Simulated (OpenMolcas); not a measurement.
**Predicting a hybrid from its neighbours: CH4FSi**

CH4FSi: 7 atoms, total charge 0, spin state doublet. SMILES: `C[SiH]F`. Geometry: relaxed at PBE0-D4/def2-TZVP.

The dipole moment y, in D, basis aug-cc-pVDZ; a is the functional's share of exact exchange. Programs: OpenMolcas 26.06.

```
functional     program     a  y (D)
  U-r2SCAN  OpenMolcas     0   1.75
      UPBE  OpenMolcas     0   1.74
    UB3LYP  OpenMolcas   0.2   1.78
     UPBE0  OpenMolcas  0.25      ?
    UBHLYP  OpenMolcas   0.5   1.86
```

Q: Fit y = c + s·a to the known rows and predict UPBE0.

A: 
1. Means of the 4 rows: a = 0.1750, y = 1.782.
2. Σ(Δa)² = 0.1675, Σ(Δa·Δy) = 0.03825, so the slope is 0.03825/0.1675 = 0.22836.
3. Intercept: 1.782 − (0.22836) × 0.1750 = 1.742. The largest residual of the fit is 0.008.
4. UPBE0: 1.742 + (0.22836) × 0.25 = 1.80 D.

The run gave 1.81 D, so the prediction is off by -0.01 D, at the rounding of the table. More exact exchange makes the molecule more polar here.
